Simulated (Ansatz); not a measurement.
# SiH2S (singlet): relaxing a cheap start

Aim: relax a generated start of SiH2S (singlet) and see which bonds hold.

Program: Ansatz 0.2.0, Gaussian basis. Level of theory: RKS PBE0/def2-TZVP. These are calculated values, not measurements.

**1. Where the work starts**

4 atoms, charge 0, spin multiplicity 1.

Atoms are counted from 1 here; the program's logs count them from 0.

Bond lengths: Si1–S2 1.979 Å, Si1–H3 1.454 Å, Si1–H4 1.454 Å. Angles: S2–Si1–H3 125.5°, S2–Si1–H4 125.5°, H3–Si1–H4 109.0°.

As a file:

```xyz
4
H2SSi
Si   -0.99308   -0.00777   -0.00373
S     0.98536    0.00771    0.00370
H    -1.84697    1.16935   -0.00941
H    -1.82846   -1.19812   -0.00439
```

The start was built by rule and, where that kept it together, relaxed with GFN2-xTB. Sticks and bond lists go by distance. 

**2. The run**

Input file in.yaml:

```yaml
crystal:
  periodic: [false, false, false]
  atoms:
    - {symbol: Si, position_ang: [-0.993075, -0.007773, -0.003731]}
    - {symbol: S, position_ang: [0.985361, 0.007713, 0.003702]}
    - {symbol: H, position_ang: [-1.846971, 1.169350, -0.009414]}
    - {symbol: H, position_ang: [-1.828459, -1.198120, -0.004395]}
basis:
  gaussian: {orbitals: def2-TZVP}
hamiltonian: {xc: pbe0}
relax: {f_tol: 0.004, max_steps: 80}
```

Run with:

```sh
$ ansatz run in.yaml --threads 1 --pin off --events-out ev --progress --plain --max-ram 2176MiB
```

Before running it: what results should come out? Wanted: energy gained; shift from the start; total energy; dipole moment.

As calculated:

```
                  quantity           value
                     steps               4
             energy gained        0.043 eV
shift from the start (rms)         0.028 Å
              total energy  -18738.8466 eV
             dipole moment          2.70 D
```

In words: The bonds of the start are those of the end. Si1–S2 went from 1.979 to 1.938 Å. No vibrations were run, so this is a stationary point, not a proven minimum, and this spin need not be the ground state's.
